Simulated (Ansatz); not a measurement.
We consider rock-salt ZrC, described by r²SCAN in Ansatz (PAW).

Run with plane-wave cutoff 560 eV, 20×20×20 k mesh, Fermi–Dirac smearing 0.05 eV, scalar-relativistic PAW data made under PBE.

Cell (relaxed at this level):

ZrC is taken in the cubic space group Fm-3m (No. 225), the rock salt structure, Pearson symbol cF8. Conventional cell: a = b = c = 4.711 Å, α = β = γ = 90.00°. Zr on 4a has 6 C at 2.356 Å (octahedral). C on 4b is coordinated by 6 Zr at 2.356 Å (octahedral). (Neighbours: up to the widest gap in distance over summed covalent radii, below 1.35, at either atom; cation-cation and far metal-metal contacts left out.)
(The calculation used a cell of 2 atoms; values per cell refer to that cell.)

Q: Predict the bulk modulus B0 and pressure derivative B′ of the bulk modulus.

A: 
- bulk modulus B0: 230 GPa
- pressure derivative B′ of the bulk modulus: 4.0

The run finds no gap.

Measured, for comparison: bulk modulus 223 GPa (temperature not stated, no zero-point or thermal correction, from single-crystal elastic constants, our sources range from 208 to 223; as tabulated in arXiv:1102.4063). Computed (rounded) less measured: bulk modulus +3 % (+3 % to +11 % over the range). A static lattice is as a rule a little smaller and stiffer than an uncorrected measurement, which narrows the difference in the bulk modulus and would widen misses of the other sign.

Computed values are for the static lattice.

The result took around 100 core-seconds (rough).

Ansatz is a quantum-chemistry and plane-wave program.
